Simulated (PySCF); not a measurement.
Mapped SMILES: `[CH:1]1=[CH:2][O:3][CH2:4][CH2:5][CH2:6]1`. Hydrogens are named by the atom that carries them.

GIAO PBE0/pcSseg-1 shifts (PySCF, gas phase, non-relativistic, equivalent atoms averaged), each against references optimised in the same way as the molecule (TMS, H2O).

On the GFN2-xTB geometry: C2 152.3, C1 104.3, C4 68.1, C5 25.7, C6 24.2, O3 113.6, H(C2) 6.55, H(C1) 4.83, H(C4) 4.12, H(C6) 2.10, H(C5) 1.70 ppm.

Problem. What changes on the PBE0-D3(BJ)/def2-SVP geometry?

Solution. 
```json
{"atoms": "C2", "δ (ppm)": "152.3", "change": "+0.0"}
{"atoms": "C1", "δ (ppm)": "103.6", "change": "-0.7"}
{"atoms": "C4", "δ (ppm)": "65.8", "change": "-2.3"}
{"atoms": "C5", "δ (ppm)": "24.2", "change": "-1.5"}
{"atoms": "C6", "δ (ppm)": "22.6", "change": "-1.6"}
{"atoms": "O3", "δ (ppm)": "114.7", "change": "+1.1"}
{"atoms": "H(C2)", "δ (ppm)": "6.40", "change": "-0.15"}
{"atoms": "H(C1)", "δ (ppm)": "4.60", "change": "-0.23"}
{"atoms": "H(C4)", "δ (ppm)": "3.81", "change": "-0.31"}
{"atoms": "H(C6)", "δ (ppm)": "1.98", "change": "-0.12"}
{"atoms": "H(C5)", "δ (ppm)": "1.58", "change": "-0.12"}
```

Bonds between heavy atoms that differ most (equivalent bonds averaged): C1–C2 1.326 → 1.340 Å, C2–O3 1.359 → 1.349 Å, C4–C5 1.526 → 1.518 Å. Mean change of bonds to hydrogen: C–H +0.011 Å.
